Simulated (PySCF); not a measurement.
Dimethylphosphine, C2H7P.
SMILES: `CPC`

Computed, not measured: MP2 and CCSD/aug-cc-pVDZ in PySCF, restricted Hartree–Fock reference, 7 core orbitals frozen, non-relativistic, gas phase, PBE0-D3(BJ)/def2-SVP geometry.

E(HF) = -420.55325 Eh.

Question: How large is the problem?

Answer: 136 basis functions and 34 electrons; 7 orbitals frozen, which leaves o = 10 correlated occupied and v = 119 virtual orbitals. That is o·v = 1190 singles and o·v(o·v + 1)/2 = 708645 distinct closed-shell doubles amplitudes before symmetry; the costliest CCSD step grows as o²v⁴ = 2.0 × 10^10.

Question: What are the MP2 and CCSD correlation energies?

Answer: MP2 -0.4407 Eh and CCSD -0.4929 Eh, which gives totals of -420.99396 and -421.04617 Eh. That is 0.671 eV for each correlated electron at CCSD (1294 kJ/mol in all, 0.117 % of the total energy); MP2 gives 89.4 % of the CCSD value.

Question: What is the T1 diagnostic?

Answer: 0.0104, below the customary warning level of 0.02. It is the norm of the spatial-orbital singles amplitudes over the root of the number of correlated electrons, so the norm is 0.047.

Question: How does correlation change the dipole moment?

Answer: HF gives 1.38 D and CCSD (unrelaxed density) 1.26 D, a change of -0.12 D.

Connected triples and the basis-set limit are missing.
